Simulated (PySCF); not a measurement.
AlN⁺, doublet: reading a ladder of total energies

Geometry: that of the AlN, singlet, kept fixed.

```json
{"atom": "Al", "x (Å)": "0.0000", "y (Å)": "0.0000", "z (Å)": "0.0000"}
{"atom": "N", "x (Å)": "0.0000", "y (Å)": "0.0000", "z (Å)": "1.6681"}
```

Basis 6-31G; PySCF 2.14.0. Only valence electrons are correlated (noble-gas cores frozen), which leaves 7 electrons in 16 orbitals. Prefix R: restricted or restricted open-shell reference.

Full CI is exact within this basis and frozen core; it isn't the basis-set limit.

RCCSD has a T1 diagnostic of 0.098 and a largest doubles amplitude of 0.29.

```csv
level,total energy (hartree)
RHF,-295.837896
RMP2,-295.966483
RCCSD,-296.002774
RCCSD(T),-296.011912
RCCSDT,-296.012884
full CI,-296.013626
```

**Question.** What is the correlation energy at full CI, and what share of it do RMP2 and RCCSD recover?

**Answer.** E(corr) = -296.013626 − (-295.837896) = -0.175730 hartree = -4.782 eV. RMP2: -0.128587 / -0.175730 = 73.17 %. RCCSD: -0.164878 / -0.175730 = 93.82 %.

**Question.** By how many kcal/mol does RCCSD(T) miss full CI (1 hartree = 627.509 kcal/mol), and which steps make up the rest?

**Answer.** -296.011912 − (-296.013626) = 0.001714 hartree = 1.08 kcal/mol. Steps: RCCSDT − RCCSD(T) = -0.61, full CI − RCCSDT = -0.47 kcal/mol. With more than one leading determinant such errors change with state and geometry, and needn't cancel in differences.
